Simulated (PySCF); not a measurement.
## A thermochemical cycle for AlH

CCSD(T) in PySCF with def2-TZVPPD on every atom, for the lowest determinant that a PBE0 search found; no spin–orbit coupling. AlH, a singlet (closed shell), has De = 3.15 eV to neutral atoms, and AlH⁺, a doublet (σ ↑), has De = 0.83 eV to Al⁺ + H.

The adiabatic ionisation energy of AlH, between the minima, is 8.25 eV.

Which ionisation energy of the Al atom does this level give?

IE(Al) = IE(molecule) + De(ion) − De(neutral) = 8.25 + 0.83 − 3.15 = 5.93 eV; the measured value is 5.986 eV (NIST ASD).

Correlated steps freeze 5 core orbitals. For an ion De counts to the pair picked by the measured ionisation energies or electron affinities, which need not be the lowest pair at this level. Where the molecule has an RHF reference, its open-shell atoms are computed with UHF. States were picked by a PBE0 search and need not be the measured ground states.
